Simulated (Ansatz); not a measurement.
# bcc Li

Calculation: PBEsol (Ansatz, a quantum-chemistry and plane-wave program, plane waves, PAW).

Numerical settings: plane-wave cutoff 500 eV, 4×4×4 k mesh, Fermi–Dirac smearing 0.1 eV, cell of 54 sites, scalar-relativistic PAW data made under PBE.

Cell: relaxed at this level.

For bcc Li, the vacancy formation energy comes out as 0.53 eV. The vacancy formation energy before relaxation is 0.64 eV.

Measured, for comparison: vacancy formation energy 0.4 eV (no zero-point or thermal correction, monovacancy; as tabulated in Riffe and Christensen (2024), arXiv:2406.09527). Computed (rounded) less measured: vacancy formation energy +0.13 eV.

Note: energies are extrapolated to zero smearing, and mesh and cell size move such values by some hundredths of an eV or more.
